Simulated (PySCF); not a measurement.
**Atomic charges by several schemes**

Compound: Si(SiH3)H3.
Z-matrix (Å and degrees, PBE0-D3(BJ)/def2-SVP geometry), rows numbered from 1:
```
Si
Si  1  2.3455
H   2  1.4954  1  110.17
H   2  1.4954  1  110.14  3  -119.99
H   2  1.4954  1  110.18  3   120.03
H   1  1.4954  2  110.14  3    56.20
H   1  1.4954  2  110.20  3   -63.79
H   1  1.4954  2  110.16  3   176.18
```

Density: PBE0/pcSseg-1 (PySCF); schemes: Mulliken, IAO, Hirshfeld and ESP-fitted. Geometry: PBE0-D3(BJ)/def2-SVP; no solvent, vibrations or thermal averaging.

Question: What partial charge does each atom carry?

Answer: In e; atoms taken as equivalent share a row and are averaged (×n: the atom named and its like, n in all):

| atom | environment | Mulliken | IAO | Hirshfeld | ESP-fitted |
| --- | --- | --- | --- | --- | --- |
| Si1/Si2 | silicon bonded to Si and 3 H | +0.174 | +0.276 | +0.215 | +0.209 |
| H3 (×6) | hydrogen on Si2 | -0.058 | -0.092 | -0.072 | -0.070 |

Mean size of the charges over all atoms: IAO 0.138 e, Hirshfeld 0.107 e, ESP-fitted 0.105 e, Mulliken 0.087 e. Each set sums to the total charge, 0, to within 0.001 e. The Hirshfeld scheme divides the density at each point in proportion to the densities of the neutral, spherically averaged free atoms. The ESP scheme fits charges at the nuclei, held to the total charge, to the electrostatic potential on points at 1.4 to 2.0 times the van der Waals radii.

Lowest charge. All schemes agree: Mulliken H3 (×6) (-0.058); IAO H3 (×6) (-0.092); Hirshfeld H3 (×6) (-0.072); ESP-fitted H3 (×6) (-0.070).

Highest charge. All schemes agree: Mulliken Si1/Si2 (+0.174); IAO Si1/Si2 (+0.276); Hirshfeld Si1/Si2 (+0.215); ESP-fitted Si1/Si2 (+0.209).

Question: How many electrons does the Mulliken scheme count on Si2?

Answer: Its own charge is +0.174 e, so Z − q = 13.826.

Question: Sum the charges by element.

Answer: 
```csv
element,atoms,Mulliken,IAO,Hirshfeld,ESP-fitted
Si,2,+0.348,+0.551,+0.430,+0.418
H,6,-0.348,-0.551,-0.430,-0.418
```
